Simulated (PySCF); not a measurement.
Ligands exchanged one at a time, B F-NH2. Gas-phase values, no solvent. Strings in code marks are SMILES.

The dipole moment from two functionals at the same geometries (B3LYP-D3(BJ)/def2-TZVP), both in PySCF: PBE-D3(BJ)/def2-TZVP and B3LYP-D3(BJ)/def2-TZVP. B3LYP has the VWN-RPA correlation part, as in Gaussian. 

| species | PBE-D3(BJ)/def2-TZVP (D) |
|---|---|
| 0 of 3 F replaced by NH2 (`FB(F)F`) | 0.00 |
| 1 of 3 F replaced by NH2 | 2.69 |
| 2 of 3 F replaced by NH2 (`B(F)(N)N`) | 2.31 |
| 3 of 3 F replaced by NH2 (`B(N)(N)N`) | 0.03 |

### Question
What does B3LYP-D3(BJ)/def2-TZVP give for each?

### Answer

- 0 of 3 F replaced by NH2 (`FB(F)F`): 0.00
- 1 of 3 F replaced by NH2: 2.75
- 2 of 3 F replaced by NH2 (`B(F)(N)N`): 2.36
- 3 of 3 F replaced by NH2 (`B(N)(N)N`): 0.03
Over these rows, drawn at random from the members with no instability flagged (it was tested for open shells, ions and some series alone), PBE minus B3LYP-D3(BJ): mean -0.03 D, from -0.05 D to 0.00 D.
